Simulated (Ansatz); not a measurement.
Relaxation of BClFH3 (6 atoms, charge 0, multiplicity 1), to a largest force component of 0.03 eV/Å in at most 50 steps.

Theory: Ansatz, RKS B3LYP-D4/def2-TZVP.

```xyz
6
Properties=species:S:1:pos:R:3
B -0.006 0.278 0.067
Cl -0.014 0.635 1.858
H 1.048 0.255 -0.462
H -1.059 0.191 -0.459
F 0.079 -2.183 0.596
H 0.071 -1.906 1.480
```

Q: Where does it end, and by what steps?

A: It converged. After 7 steps the energy has fallen by 0.034 eV; H6 moved furthest, 0.14 Å.

```csv
step,energy less start (eV),largest force component (eV/Å),accepted
0,0.0000,1.000,yes
1,-0.0208,0.663,yes
2,-0.0259,0.453,yes
3,-0.0188,0.446,no
4,-0.0327,0.189,yes
5,-0.0338,0.130,yes
6,-0.0342,0.030,yes
7,-0.0342,0.001,yes
```

```xyz
6
Properties=species:S:1:pos:R:3
B -0.006 0.305 0.095
Cl -0.016 0.731 1.807
H 1.042 0.258 -0.451
H -1.051 0.188 -0.446
F 0.077 -2.167 0.578
H 0.075 -2.044 1.498
```

Whether the end is a true minimum wasn't checked by a vibrational analysis.

The run took 8.3 s on 4 threads of Arm Neoverse V1, with other jobs on the host, peak memory 0.18 GiB.
